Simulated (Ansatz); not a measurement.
# CF⁺, triplet: the ladder up to UCCSDTQ

Geometry: a PBE0/def2-TZVP stationary point for this spin. The singlet lies 4.7 eV lower here.

```
atom   x (Å)   y (Å)   z (Å)
   C  0.0000  0.0000  0.0000
   F  0.0000  0.0000  1.2067
```

Basis cc-pVDZ; Ansatz 0.2.0. Only valence electrons are correlated (noble-gas cores frozen), which leaves 10 electrons in 26 orbitals. R marks a restricted (for open shells ROHF) determinant, U an unrestricted one. Active spaces: valence = (10e, 8o) chosen from the atoms' valence shells.

Full CI isn't at hand for all of this; UCCSDTQ serves as the reference, and is uncertain by about the last step of the cluster series. The frozen core follows each run's orbitals, which can shift R against U totals by a few meV.

For open shells CISD and CISDTQ are restricted-active-space CI with the open shells as a complete middle space.

* UHF ⟨S²⟩: 2.011
* T1 diagnostic (RCCSD): 0.0313
* largest doubles amplitude (RCCSD): 0.060
* T1 diagnostic (UCCSD): 0.0257

```json
{"level": "UHF", "E − E(RHF) (eV)": "-0.0840"}
{"level": "RMP2", "E − E(RHF) (eV)": "-6.6158"}
{"level": "UMP2", "E − E(RHF) (eV)": "-6.6491"}
{"level": "RCCSD", "E − E(RHF) (eV)": "-6.8856"}
{"level": "UCCSD", "E − E(RHF) (eV)": "-6.8858"}
{"level": "RCCSD(T)", "E − E(RHF) (eV)": "-7.0767"}
{"level": "UCCSD(T)", "E − E(RHF) (eV)": "-7.0762"}
```

(1) Estimate how far UCCSDTQ in cc-pVDZ lies from RCCSD(T). The table doesn't fix it; the size of (T) and the diagnostics are the guide.

(1) UCCSDTQ in cc-pVDZ lies 34 meV below RCCSD(T), which is 18 % of the (T) step (-191 meV). T1 is raised, but (T) still catches most of what CCSD lacks.

The other levels:

| level | E − E(UCCSDTQ) (meV) | share of correlation (%) | wall time |
| --- | --- | --- | --- |
| CISD | 515 | 92.76 | 0.88 s |
| BCCD(T) | 33 | 99.53 | 1 s |
| RCCSDT | 11 | 99.85 | – |
| UCCSDT | 11 | 99.85 | – |
| CISDTQ | 18 | 99.74 | 6.5 s (H100) |
| RCCSDT(Q) | 3 | 99.96 | 6.5 s |
| UCCSDT(Q) | -4 | 100.06 | 6 s |
| RCCSDTQ | 0 | 99.99 | 22 s (H100) |
| CASSCF (valence space) | 4860 | 31.65 | – |
| NEVPT2 (valence space) | 748 | 89.48 | 1.6 s |
| MRCISD (valence space) | 202 | 97.15 | – |
| MRCISD+Q (valence space) | 27 | 99.63 | 2.5 s |

The correlation energy at UCCSDTQ, counted from RHF, is -7.110 eV. That run took 20 s on 2 threads of AMD EPYC 7R13 with a shared H100 80 GB, shared host.

Times hold each run's SCF and search for its determinant on a shared host, so for small cases they say little of a method's own cost; rows without a card ran on 1 thread of AMD EPYC 7R13.

Natural occupations of CASSCF (valence space) about the gap: 1.993 1.974 1.962 1.007 1.002 0.040 0.024; effectively unpaired electrons, Σ n²(2−n)², 2.02.
